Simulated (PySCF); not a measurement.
All values below come from B3LYP-D3(BJ)/def2-TZVP // r2SCAN-D4/def2-SVP (PySCF). All species are isolated molecules in the gas phase. B3LYP has the VWN-RPA correlation part, as in Gaussian. 

Reference species (SMILES): `C[N]C` (neutral, multiplicity 2).

* **dipole moment**: 1.73 D

Changed species: `[NH2]` (free radical NH2; the reference has free radical N(CH3)2).

Question: Give the shifts of the dipole moment.

Answer: the dipole moment increases by 0.23 D, to 1.96 D.
